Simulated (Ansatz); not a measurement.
Ideal-gas functions of C2F3N, SMILES `[C-]#[N+]C(F)(F)F` at 600 K and 1 bar, from an Ansatz frequency run at PBE0-D4/def2-TZVP.

Molar mass 95.02 g/mol, point group C3v (symmetry number 3), electronic degeneracy 1, moments of inertia 88.026, 156.311, 156.311 u Å². Harmonic wavenumbers (cm⁻¹, unscaled): 151, 151, 447, 447, 564, 628, 628, 855, 1226, 1255, 1255, 2232.

Use S(trans) = R[1.5 ln M + 2.5 ln T − 1.1517]; rotational temperatures θ = 24.2544 K / I; S(rot) = R[ln(√π/σ · √(T³/θAθBθC)) + 1.5]; for each mode x = 1.438777 ν̃/T, S = R[x/(eˣ − 1) − ln(1 − e⁻ˣ)] and H = RT x/(eˣ − 1); 1 cm⁻¹ = 0.0119627 kJ/mol; R = 8.31446 J/(mol·K).

Question: By hand: the entropy, in J/(mol·K).

Answer: Translation 180.2. Rotation: θ = 0.2755, 0.1552, 0.1552 K, giving 108.7. Vibration, mode by mode: 16.81, 16.81, 8.12, 8.12, 6.41, 5.65, 5.65, 3.66, 1.82, 1.72, 1.72, 0.25, in all 76.7. Electronic 0.0. Sum 365.6 J/(mol·K).

Question: By hand: H − E and G − E in kJ/mol, counted from the electronic energy.

Answer: Zero-point energy ½ × 9839 × 0.0119627 = 58.9; thermal vibration 24.5; translation, rotation and pV give 4 RT = 20.0. H − E = 103.4 kJ/mol, and G − E = 103.4 − 600 × 365.6/1000 = -116.0 kJ/mol.

Vibration gives 21 % of the entropy.
